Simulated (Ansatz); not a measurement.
Results of PBEsol (Ansatz, a first-principles code, PAW) for fcc Ca.

Run with plane-wave cutoff 500 eV, 22×22×22 k mesh, Fermi–Dirac smearing 0.1 eV, scalar-relativistic PAW data made under PBE.

Computed at the level's own relaxed cell.

### Question
What does this level give for the equilibrium volume per atom and lattice constant a?

### Answer

* **equilibrium volume per atom**: 40.58 Å³/atom
* **lattice constant a**: 5.455 Å

Measured, for comparison: equilibrium volume per atom 42.81 Å³/atom, lattice constant a 5.553 Å (low-temperature or extrapolated to 0 K; zero-point anharmonic expansion removed; as tabulated in Csonka et al. (2009), arXiv:0903.4037). Computed (rounded) less measured: equilibrium volume per atom -5.2 %, lattice constant a -1.8 %.

The computed numbers hold no vibrational or temperature effects.

It cost around 20 core-seconds (rough) of CPU time.
